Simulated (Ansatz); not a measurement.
# SCO, singlet: the ladder up to RCCSDTQ

Geometry: MP2(full)/6-31G*, from the G2/97 set.

```json
{"atom": "O", "x (Å)": "0.0000", "y (Å)": "0.0000", "z (Å)": "-1.3076"}
{"atom": "C", "x (Å)": "0.0000", "y (Å)": "0.0000", "z (Å)": "-0.1288"}
{"atom": "S", "x (Å)": "0.0000", "y (Å)": "0.0000", "z (Å)": "1.4364"}
```

Basis cc-pV(D+d)Z; Ansatz 0.2.0. Correlated methods freeze the noble-gas cores, which leaves 16 electrons in 44 orbitals. R marks a restricted (for open shells ROHF) determinant. Active spaces: valence = (16e, 12o) chosen from the atoms' valence shells.

Full CI isn't at hand for all of this; RCCSDTQ serves as the reference, and is uncertain by the last step of the cluster series or more.

* UHF ⟨S²⟩: 0.000
* T1 diagnostic (RCCSD): 0.0209
* largest doubles amplitude (RCCSD): 0.072

| level | E − E(RHF) (eV) |
| --- | --- |
| RMP2 | -12.0113 |
| RCCSD | -12.1507 |
| RCCSD(T) | -12.7264 |

(1) Estimate how far RCCSDTQ in cc-pV(D+d)Z lies from RCCSD(T). The table doesn't fix it; the size of (T) and the diagnostics are the guide.

(1) RCCSDTQ in cc-pV(D+d)Z lies 6.5 kJ/mol below RCCSD(T), which is 12 % of the (T) step (-55.5 kJ/mol). T1 is raised, but (T) still catches most of what CCSD lacks. The miss exceeds 1 kcal/mol.

The other levels:

| level | E − E(RCCSDTQ) (kJ/mol) | share of correlation (%) | wall time |
| --- | --- | --- | --- |
| CISD | 189.9 | 84.62 | 1.6 s |
| BCCD(T) | 5.6 | 99.55 | 0.76 s |
| RCCSDT | 5.0 | 99.60 | – |
| RCCSDT(Q) | -0.7 | 100.06 | 17 s |
| CASSCF (valence space) | 801.4 | 35.08 | – |
| NEVPT2 (valence space) | 157.2 | 87.27 | 8 s (H100) |
| MRCISD (valence space) | 75.6 | 93.88 | – |
| MRCISD+Q (valence space) | 10.3 | 99.17 | 10 s (H100) |

The correlation energy at RCCSDTQ, counted from RHF, is -12.794 eV. That run took 27 s on 5 threads of AMD EPYC 7R13 with a whole H100 80 GB, shared host.

Times hold each run's SCF and search for its determinant on a shared host, so for small cases they say little of a method's own cost; rows without a card ran on 1 thread of AMD EPYC 7R13.

Natural occupations of CASSCF (valence space) about the gap: 1.980 1.979 1.972 1.953 1.953 0.068 0.068 0.033 0.018; effectively unpaired electrons, Σ n²(2−n)², 0.06.

Atomization energy (electronic, same basis, no zero-point term; atoms at the same level, unrestricted beside the R rows where the molecule is a closed shell, with restricted open-shell steps beyond CCSDT(Q)) at RCCSDTQ: 1277.9 kJ/mol. Errors of other levels:

| level | error (kJ/mol) |
| --- | --- |
| RHF | -447.6 |
| RMP2 | 83.2 |
| CISD | -166.0 |
| RCCSD | -51.5 |
| RCCSD(T) | -4.0 |
| BCCD(T) | -2.7 |
| RCCSDT | -4.4 |
| RCCSDT(Q) | 0.8 |
| CASSCF (valence space) | -29.4 |
| NEVPT2 (valence space) | 17.1 |
| MRCISD (valence space) | -53.0 |
| MRCISD+Q (valence space) | -17.6 |

This basis is far from its limit, so the value isn't to be set against a measured one. Truncated CI isn't size-consistent, which counts against it in atomization.
